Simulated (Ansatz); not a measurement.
# Ru (model structure, started from the omega type, P6/mmm, No. 191, 3 atoms in the cell)

Level of theory: PBEsol in Ansatz (PAW).

Settings: plane-wave cutoff 500 eV, 24×24×28 k mesh (along the axes of the cell as run), Fermi–Dirac smearing 0.1 eV, no spin polarisation, scalar-relativistic PAW data made under PBE.

Cell (relaxed at this level):

```
Ru
1.0
    4.22228     0.00000     0.00000
   -2.11114     3.65660     0.00000
    0.00000     0.00000     2.65266
Ru
3
Direct
  0.00000   0.00000   0.00000
  0.33333   0.66667   0.50000
  0.66667   0.33333   0.50000
```

```
Quantity  Result
--------  ------
band gap    none
```

Note: the relaxation could raise the start's symmetry but not lower it, so the cell can be a saddle point.

Spin–orbit coupling is not included.

Static lattice: no zero-point or thermal effects.

Computing time: around 4 core-minutes (rough).

A model structure was made by putting elements into a prototype or built by hand; it is no filed structure, need not be a known phase, and can be a saddle point held by its symmetry.

Ansatz is a first-principles code.
